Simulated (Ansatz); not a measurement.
**TiO2 (I4/m)**

These are results of DFT r2SCAN, scalar-relativistic, plane waves, PAW (Ansatz), not measurements.

Settings: cutoff 500 eV, Γ-centred mesh 8×8×8 on the computed 12-atom cell, Gaussian smearing of 0.02 eV; no spin polarisation.

The structure is relaxed at this level of theory with its symmetry kept. This form isn't the usual stable structure of the compound.

Space group I4/m (No. 87). a = 8.698 Å, b = 8.698 Å, c = 3.762 Å, α = 90.00°, β = 90.00°, γ = 90.00°
| atom | site | symmetry | x | y | z |
| --- | --- | --- | --- | --- | --- |
| Ti | 8h | m.. | 0.0013 | 0.7089 | 0.0000 |
| O | 8h | m.. | 0.1512 | 0.5005 | 0.0000 |
| O | 8h | m.. | 0.8402 | 0.8395 | 0.0000 |

(1) Formation energy from the elements' standard states (uncorrected)?

(2) Generalised Kohn–Sham band gap?

(3) Löwdin character of the top 1 eV of the valence band?

(4) Löwdin character of the lowest 1 eV of the conduction band?

(5) Electron masses at the edge by Cartesian direction of the standard setting (m_e; degenerate bands sorted by energy; no spin-orbit coupling)?

(6) Hole masses at the edge by Cartesian direction of the standard setting (m_e; degenerate bands sorted by energy; no spin-orbit coupling)?

A ferromagnetic start lost its moments in a first run, so spin was left out; other magnetic orders weren't tried.

## Answers

(1) -3.288 eV/atom.

(2) 2.09 eV, indirect from M to Γ.

(3) O 2p 94 %.

(4) Ti 3d 93 %.

(5) x: 1.0; y: 1.0; z: 0.40.

(6) x: 0.94; y: 0.94; z: 4.1.